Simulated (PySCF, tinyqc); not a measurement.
Worked calculation: coupled-perturbed Hartree-Fock on RHF in the sto-3g basis, for BH, spin multiplicity 1. The lowest restricted solution is unstable here: a spin-polarised one lies 0.0064 hartree lower (PySCF). One step of it, computed by the program tinyqc.

Question. Iteration 1: building the Fock matrix. J_ij = sum D_kl (ij|kl), K_ij = sum D_kl (ik|jl); F = H + J - 0.5 K; E = tr D H + tr D J / 2 - 0.25 tr D K + E_nn.

D at the start, order 1B 1s, 1B 2s, 1B 2px, 1B 2py, 1B 2pz, 2H 1s:
$$\begin{pmatrix}
2.178817 & -0.563752 & 0.000000 & 0.000000 & 0.013112 & -0.036359 \\
-0.563752 & 2.106382 & 0.000000 & 0.000000 & -0.041183 & 0.134845 \\
0.000000 & 0.000000 & 0.320736 & 0.000000 & 0.000000 & 0.000000 \\
0.000000 & 0.000000 & 0.000000 & 0.320736 & 0.000000 & 0.000000 \\
0.013112 & -0.041183 & 0.000000 & 0.000000 & 0.293753 & 0.054166 \\
-0.036359 & 0.134845 & 0.000000 & 0.000000 & 0.054166 & 0.961374
\end{pmatrix}$$

core Hamiltonian H = T + V (hartree), order 1B 1s, 1B 2s, 1B 2px, 1B 2py, 1B 2pz, 2H 1s:
$$\begin{pmatrix}
-12.665827 & -3.280178 & 0.000000 & 0.000000 & -0.011168 & -0.379443 \\
-3.280178 & -3.754219 & 0.000000 & 0.000000 & -0.108770 & -1.030548 \\
0.000000 & 0.000000 & -2.935210 & 0.000000 & 0.000000 & 0.000000 \\
0.000000 & 0.000000 & 0.000000 & -2.935210 & 0.000000 & 0.000000 \\
-0.011168 & -0.108770 & 0.000000 & 0.000000 & -3.006675 & -1.044012 \\
-0.379443 & -1.030548 & 0.000000 & 0.000000 & -1.044012 & -2.184289
\end{pmatrix}$$

Two-electron integrals (ij|kl) in chemists' order, unique and non-zero (hartree):
```
(11|11) 2.923513   (21|11) 0.518376   (21|21) 0.109262   (22|11) 0.744229
(22|21) 0.193177   (22|22) 0.544804   (31|31) 0.020264   (32|31) 0.029996
(32|32) 0.120346   (33|11) 0.742491   (33|21) 0.193240   (33|22) 0.544682
(33|33) 0.586773   (41|41) 0.020264   (42|41) 0.029996   (42|42) 0.120346
(43|43) 0.031630   (44|11) 0.742491   (44|21) 0.193240   (44|22) 0.544682
(44|33) 0.523513   (44|44) 0.586773   (51|51) 0.020264   (52|51) 0.029996
(52|52) 0.120346   (53|53) 0.031630   (54|54) 0.031630   (55|11) 0.742491
(55|21) 0.193240   (55|22) 0.544682   (55|33) 0.523513   (55|44) 0.523513
(55|55) 0.586773   (61|11) 0.058789   (61|21) 0.012353   (61|22) 0.021939
(61|33) 0.021844   (61|44) 0.021844   (61|51) 0.000859   (61|52) 0.001603
(61|55) 0.022140   (61|61) 0.001437   (62|11) 0.166940   (62|21) 0.044151
(62|22) 0.140438   (62|33) 0.136219   (62|44) 0.136219   (62|51) 0.004796
(62|52) 0.031433   (62|55) 0.148732   (62|61) 0.005325   (62|62) 0.054216
(63|31) 0.004035   (63|32) 0.019759   (63|53) 0.005586   (63|63) 0.005314
(64|41) 0.004035   (64|42) 0.019759   (64|54) 0.005586   (64|64) 0.005314
(65|11) 0.167372   (65|21) 0.044795   (65|22) 0.150215   (65|33) 0.142470
(65|44) 0.142470   (65|51) 0.008096   (65|52) 0.049708   (65|55) 0.165533
(65|61) 0.005609   (65|62) 0.067453   (65|65) 0.087522   (66|11) 0.343399
(66|21) 0.092380   (66|22) 0.333744   (66|33) 0.315463   (66|44) 0.315463
(66|51) 0.010768   (66|52) 0.096626   (66|55) 0.369811   (66|61) 0.011248
(66|62) 0.174465   (66|65) 0.234030   (66|66) 0.774606
```

nuclear repulsion = 1.72370427 hartree

Give: Coulomb J; exchange K; Fock matrix F; total energy of this density.

Answer.

Coulomb J (hartree), order 1B 1s, 1B 2s, 1B 2px, 1B 2py, 1B 2pz, 2H 1s:
$$\begin{pmatrix}
8.436 & 1.699 & 0.000 & 0.000 & 0.011 & 0.194 \\
1.699 & 3.434 & 0.000 & 0.000 & 0.098 & 0.928 \\
0.000 & 0.000 & 3.411 & 0.000 & 0.000 & 0.000 \\
0.000 & 0.000 & 0.000 & 3.411 & 0.000 & 0.000 \\
0.011 & 0.098 & 0.000 & 0.000 & 3.467 & 1.019 \\
0.194 & 0.928 & 0.000 & 0.000 & 1.019 & 2.467
\end{pmatrix}$$

exchange K (hartree), order 1B 1s, 1B 2s, 1B 2px, 1B 2py, 1B 2pz, 2H 1s:
$$\begin{pmatrix}
6.035 & 1.091 & 0.000 & 0.000 & 0.008 & 0.137 \\
1.091 & 1.371 & 0.000 & 0.000 & 0.074 & 0.531 \\
0.000 & 0.000 & 0.482 & 0.000 & 0.000 & 0.000 \\
0.000 & 0.000 & 0.000 & 0.482 & 0.000 & 0.000 \\
0.008 & 0.074 & 0.000 & 0.000 & 0.571 & 0.380 \\
0.137 & 0.531 & 0.000 & 0.000 & 0.380 & 0.951
\end{pmatrix}$$

Fock matrix F (hartree), order 1B 1s, 1B 2s, 1B 2px, 1B 2py, 1B 2pz, 2H 1s:
$$\begin{pmatrix}
-7.247 & -2.127 & 0.000 & 0.000 & -0.005 & -0.255 \\
-2.127 & -1.005 & 0.000 & 0.000 & -0.048 & -0.369 \\
0.000 & 0.000 & 0.235 & 0.000 & 0.000 & 0.000 \\
0.000 & 0.000 & 0.000 & 0.235 & 0.000 & 0.000 \\
-0.005 & -0.048 & 0.000 & 0.000 & 0.175 & -0.215 \\
-0.255 & -0.369 & 0.000 & 0.000 & -0.215 & -0.193
\end{pmatrix}$$

total energy of this density = -24.58633 hartree

This density is the starting one; it is not idempotent, so its energy is not variational and may lie below the converged one.
